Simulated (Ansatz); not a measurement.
Input for Ansatz (development build ahead of 0.2.0):

```yaml
crystal:
  periodic: [false, false, false]
  atoms:
    - { symbol: C, position_ang: [0.02142, -0.00729, -0.01512] }
    - { symbol: C, position_ang: [0.52441, 0.8846, -0.97383] }
    - { symbol: O, position_ang: [0.90242, 1.53176, -1.71225] }
basis:
  gaussian: { orbitals: def2-SVP }
magnetization:
  spin_polarized: true
  initial_magnetization: 2
hamiltonian:
  xc: hf
output:
  forces: true
```

The input is written out in the form of the current development build from the run's settings.

Output:

* Converged: yes
* Total energy: -150.32171 hartree
* Spin squared of the determinant: 2.032
* Stability test: minimum

Forces (eV/Å):
```csv
atom,Fx,Fy,Fz
C1,0.346,0.657,-0.625
C2,-4.901,-8.515,9.479
O3,4.556,7.858,-8.854
```
